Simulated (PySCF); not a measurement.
A made-up structure of SiH$_{2}$O$_{2}$, singlet:

```csv
atom,x (Å),y (Å),z (Å)
O1,-0.2555,-0.3433,0.2280
Si2,0.3506,-0.7691,1.5457
O3,0.3015,0.7643,-0.8097
H4,-1.0695,-0.6806,-0.1776
H5,1.1175,1.2150,-0.5717
```

It is relaxed with PBE-D4/def2-SVP and then PBE0-D4/def2-TZVP (PySCF 2.14 with density fitting (its default auxiliary sets; JK sets also for MP2 and CCSD(T))). Atoms count as bonded within 1.22 times the sum of their covalent radii (H–H: 0.88 Å). The end point is not checked to be a true minimum.

(1) Does its bonding change? (Judge from chemistry; the calculation decides.)

Answers

(1) Computed: Yes. Formed: O3–H4; broken: O1–H4.

Where it ends: The first stage lowers the energy by 5.72 eV in 38 steps. It ends as a complex of H₂O + SiO:
```xyz
5
angstrom
O 1.2539 -0.2988 1.4512
Si 0.0786 -1.1677 1.0247
O -0.5217 0.6562 -0.3820
H 0.3082 1.0291 -0.0466
H -0.4607 0.6388 -1.3423
```

For scale, one of the runs: PBE0-D4/def2-TZVP relaxation, 111 basis functions, launched by `OMP_NUM_THREADS=2 python run.py`. Hardware: 2 CPU threads of an AMD EPYC 7B13, shared host. Wall time 5.9 min; peak host memory 1.1 GiB.
